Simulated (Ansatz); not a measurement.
The reference is BN in the zinc blende structure (space group F-43m, No. 216; a = 3.605 Å).

The values are results of plane-wave PAW DFT at the PBEsol level (Ansatz, a program for electronic structure, 420 eV), scalar-relativistic without spin-orbit coupling, earlier PAW set, not measurements.

Perturbation: As takes the place of N on all its sites; the structure is relaxed again.

Measured lattice parameter a: BN 3.593 Å (static lattice; corrected from measurement; as listed in Tamar Goldzak et al., The Journal of Chemical Physics (2022)); BAs 4.777 Å (room temperature; as listed in M J Lucero, T M Henderson, G E Scuseria, Journal of Physics Condensed Matter (2012)).

How well does PBEsol reproduce the measured shift?

With PBEsol the lattice parameter a moves by +1.163 Å (3.605 → 4.768) against +1.184 Å measured. The two measured values stand on different bases (one corrected, one not), which blurs small differences.

Whether these cells are dynamically stable was not tested.
